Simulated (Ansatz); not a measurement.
Saddle search on MgSiH₅Cl, singlet by partitioned rational-function steps on PBE0-D4/def2-TZVP gradients (Ansatz 0.2.0), from this start:

Mg1  (-1.273, 0.090, -1.022)
Si2  (1.013, -0.175, 0.633)
Cl3  (-1.777, -0.655, -3.028)
H4  (-0.729, 0.627, 0.582)
H5  (-1.766, 1.056, 0.446)
H6  (0.938, -1.284, 1.640)
H7  (1.718, 0.991, 1.256)
H8  (1.876, -0.650, -0.507)
(Å)

```json
{"step": "1", "energy less the last (meV)": "19.2", "largest force (eV/Å)": "0.260", "curvature followed (eV/Å²)": "-5.75"}
{"step": "2", "energy less the last (meV)": "15.8", "largest force (eV/Å)": "0.219", "curvature followed (eV/Å²)": "-5.97"}
{"step": "3", "energy less the last (meV)": "11.6", "largest force (eV/Å)": "0.138", "curvature followed (eV/Å²)": "-5.87"}
{"step": "4", "energy less the last (meV)": "17.6", "largest force (eV/Å)": "0.276", "curvature followed (eV/Å²)": "-5.86"}
{"step": "5", "energy less the last (meV)": "22.2", "largest force (eV/Å)": "0.284", "curvature followed (eV/Å²)": "-5.86"}
{"step": "6", "energy less the last (meV)": "14.0", "largest force (eV/Å)": "0.144", "curvature followed (eV/Å²)": "-5.86"}
{"step": "7", "energy less the last (meV)": "8.8", "largest force (eV/Å)": "0.072", "curvature followed (eV/Å²)": "-5.86"}
{"step": "8", "energy less the last (meV)": "7.7", "largest force (eV/Å)": "0.044", "curvature followed (eV/Å²)": "-5.85"}
{"step": "9", "energy less the last (meV)": "21.9", "largest force (eV/Å)": "0.468", "curvature followed (eV/Å²)": "-5.84"}
{"step": "10", "energy less the last (meV)": "7.6", "largest force (eV/Å)": "0.179", "curvature followed (eV/Å²)": "-5.84"}
{"step": "11", "energy less the last (meV)": "7.0", "largest force (eV/Å)": "0.187", "curvature followed (eV/Å²)": "-5.84"}
{"step": "12", "energy less the last (meV)": "4.5", "largest force (eV/Å)": "0.134", "curvature followed (eV/Å²)": "-5.83"}
{"step": "13", "energy less the last (meV)": "4.4", "largest force (eV/Å)": "0.166", "curvature followed (eV/Å²)": "-5.83"}
{"step": "14", "energy less the last (meV)": "4.0", "largest force (eV/Å)": "0.086", "curvature followed (eV/Å²)": "-5.93"}
{"step": "15", "energy less the last (meV)": "3.3", "largest force (eV/Å)": "0.043", "curvature followed (eV/Å²)": "-5.95"}
{"step": "16", "energy less the last (meV)": "2.7", "largest force (eV/Å)": "0.041", "curvature followed (eV/Å²)": "-5.95"}
{"step": "17", "energy less the last (meV)": "2.7", "largest force (eV/Å)": "0.078", "curvature followed (eV/Å²)": "-6.02"}
{"step": "18", "energy less the last (meV)": "2.6", "largest force (eV/Å)": "0.066", "curvature followed (eV/Å²)": "-6.16"}
{"step": "19", "energy less the last (meV)": "2.2", "largest force (eV/Å)": "0.073", "curvature followed (eV/Å²)": "-6.54"}
{"step": "20", "energy less the last (meV)": "1.9", "largest force (eV/Å)": "0.034", "curvature followed (eV/Å²)": "-6.54"}
{"step": "21", "energy less the last (meV)": "1.5", "largest force (eV/Å)": "0.030", "curvature followed (eV/Å²)": "-6.55"}
{"step": "22", "energy less the last (meV)": "0.8", "largest force (eV/Å)": "0.047", "curvature followed (eV/Å²)": "-6.55"}
{"step": "23", "energy less the last (meV)": "0.4", "largest force (eV/Å)": "0.075", "curvature followed (eV/Å²)": "-6.53"}
{"step": "24", "energy less the last (meV)": "0.2", "largest force (eV/Å)": "0.034", "curvature followed (eV/Å²)": "-6.86"}
{"step": "25", "energy less the last (meV)": "0.2", "largest force (eV/Å)": "0.020", "curvature followed (eV/Å²)": "-6.80"}
{"step": "26", "energy less the last (meV)": "0.1", "largest force (eV/Å)": "0.012", "curvature followed (eV/Å²)": "-6.80"}
{"step": "27", "energy less the last (meV)": "0.1", "largest force (eV/Å)": "0.009", "curvature followed (eV/Å²)": "-6.74"}
{"step": "28", "energy less the last (meV)": "0.0", "largest force (eV/Å)": "0.005", "curvature followed (eV/Å²)": "-6.75"}
```

The search ended at:

Mg1  (-1.303, 0.046, -0.981)
Si2  (1.000, -0.182, 0.616)
Cl3  (-2.011, -1.090, -2.697)
H4  (-0.573, 0.853, 0.411)
H5  (-1.541, 1.409, 0.194)
H6  (0.908, -1.575, 1.147)
H7  (1.451, 0.691, 1.737)
H8  (2.069, -0.152, -0.427)
(Å)
